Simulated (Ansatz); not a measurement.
The same path of C₃H₆N₂S (12 atoms, charge 0, multiplicity 1) was run twice with different band settings. The coordinate that changes most is the dihedral H9–C1–N2–H10.

These are results of RKS PBE0-D4/def2-SVP in Ansatz 0.2.0, not measurements.

Relaxed end points:

```xyz
12
Properties=species:S:1:pos:R:3
C 0.838 -0.946 1.561
N 1.075 0.042 0.541
C 0.114 0.357 -0.349
N -1.041 -0.192 -0.527
C -1.418 0.642 -1.642
S 0.183 1.612 -1.599
H 1.765 -1.496 1.784
H 0.089 -1.655 1.182
H 0.449 -0.510 2.498
H 1.845 0.688 0.644
H -1.533 0.111 -2.600
H -2.289 1.292 -1.458
```

```xyz
12
Properties=species:S:1:pos:R:3
C 0.565 -0.671 1.804
N 0.793 0.363 0.828
C 0.102 0.381 -0.328
N -0.719 -0.498 -0.798
C -0.969 0.198 -2.036
S 0.163 1.621 -1.592
H 0.234 -1.575 1.275
H -0.218 -0.403 2.537
H 1.495 -0.898 2.346
H 1.257 1.215 1.109
H -0.617 -0.324 -2.940
H -2.009 0.537 -2.171
```

Common settings: spring 5.0 eV/Å²; optimiser quadratic models (default); start path IDPP; force threshold 0.05 eV/Å; iteration limit 60; end points relaxed.

| run | movable images | climbing image |
| --- | --- | --- |
| 1 | 5 | yes |
| 2 | 6 | no |

**Question.** What does each run give, and how far can it be trusted?

**Answer.** Run 1: converged after 9 iterations, highest image 0.016 eV above the first end. A vibrational analysis at the climbing image gives one clearly imaginary mode, 169i cm⁻¹: a first-order saddle point.
Run 2: converged after 8 iterations, highest image 0.014 eV above the first end. No image climbed, so the highest image needn't sit at the top of the path.
